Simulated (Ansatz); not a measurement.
`F[C]F` → `[C]F`• + F• at 500 K and 1 bar (homolysis of the C–F bond).

Isolated molecules relaxed with PBE0-D4/def2-TZVP in Ansatz; ΔE leaves out vibrations. CBS: def2 TZ/QZ extrapolation, frozen cores. Open shells (•) are unrestricted, without spin–orbit coupling. Spin–orbit coupling would lower the free atoms: a little for F.

```json
{"species": "`F[C]F`", "CCSD(T)/CBS energy (Eh)": "-237.53651", "H − E (kJ/mol)": "37.4", "S (J/(mol·K))": "262.4"}
{"species": "`[C]F`•", "CCSD(T)/CBS energy (Eh)": "-137.66823", "H − E (kJ/mol)": "22.9", "S (J/(mol·K))": "228.9"}
{"species": "F•", "CCSD(T)/CBS energy (Eh)": "-99.66806", "H − E (kJ/mol)": "10.4", "S (J/(mol·K))": "171.2"}
```

H − E and S are ideal-gas, rigid-rotor, harmonic terms from PBE0-D4/def2-TZVP, with the whole ground term of open shells counted as degenerate. 1 Eh = 2625.50 kJ/mol, R = 8.31446 J/(mol·K).

Task: By hand: ΔE, ΔH, ΔS and ΔG.

Result: ΔE = (-137.66823) + (-99.66806) − (-237.53651) = 0.20022 Eh = 525.7 kJ/mol. Δ(H − E) = 22.9 + 10.4 − 37.4 = -4.1, so ΔH = 521.6 kJ/mol. ΔS = 228.9 + 171.2 − 262.4 = 137.7 J/(mol·K). ΔG = 521.6 − 500 × (137.7)/1000 = 452.8 kJ/mol.

Task: By hand: the equilibrium constant, and the temperature at which ΔG would vanish if ΔH and ΔS stayed fixed.

Result: log₁₀ K = −ΔG/(RT ln 10) = -47.3. ΔG = 0 at ΔH/ΔS = 3788 K, far beyond where these terms or the molecules hold.

The number of gas molecules changes by +1, which sets the sign of ΔS. A doubt of 5 kJ/mol in ΔE shifts log₁₀ K by 0.5 here. These are equilibria of isolated gas molecules and say nothing of rates. Largest T1 diagnostic: 0.020 (customary marks: 0.02 for closed shells, 0.045 for open ones).
